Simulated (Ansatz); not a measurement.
**Cubic anti-perovskite Sr3BiN (cell taken from a computed entry)**

Method: HSE06+SOC (plane waves, PAW; Ansatz, an electronic-structure program).

Numerical settings: plane-wave cutoff 460 eV, 4×4×4 k mesh, Fermi–Dirac smearing 0.01 eV, PAW data made under PBE.

Cell (relaxed with PBEsol):

```
CELL_PARAMETERS angstrom
      5.17103     0.00000     0.00000
      0.00000     5.17103     0.00000
      0.00000     0.00000     5.17103
ATOMIC_POSITIONS crystal
  Sr 0.50000 0.50000 0.00000
  Sr 0.00000 0.50000 0.50000
  Sr 0.50000 0.00000 0.50000
  Bi 0.00000 0.00000 0.00000
  N  0.50000 0.50000 0.50000
```

```json
{
  "band_gap": "0.57 eV (on the SCF k mesh) (direct)"
}
```

Note: cell and atoms aren't relaxed at this level (pressure 1.3 GPa).

Computed values are for the static lattice.
